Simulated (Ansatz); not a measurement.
A run of Ansatz (development build ahead of 0.2.0) on singlet SiSF(+) at this shape:

```yaml
atoms:
  - { symbol: Si, position_ang: [0.0000, 0.0000, 0.0000] }
  - { symbol: F, position_ang: [0.0000, 2.5750, 1.9759] }
  - { symbol: S, position_ang: [0.0000, -3.3108, 2.5404] }
```

Its results:

```
Converged                       : yes
Total energy                    : -786.62810 hartree
Spin squared of the determinant : 2.097
Stability test                  : minimum
```

Problem. Which input gives this output? Name the method, the orbitals and the basis set, and write the input.

Solution. PBE0 (unrestricted) in pcseg-2.

```yaml
crystal:
  periodic: [false, false, false]
  atoms:
    - { symbol: Si, position_ang: [0.0, 0.0, 0.0] }
    - { symbol: F, position_ang: [0.0, 2.575, 1.9759] }
    - { symbol: S, position_ang: [0.0, -3.3108, 2.5404] }
basis:
  gaussian: { orbitals: pcseg-2 }
total_charge: 1
magnetization:
  spin_polarized: true
hamiltonian:
  xc: pbe0
```

Caution: charge can spread falsely over distant fragments; the unrestricted determinant is a mixture of spin states.
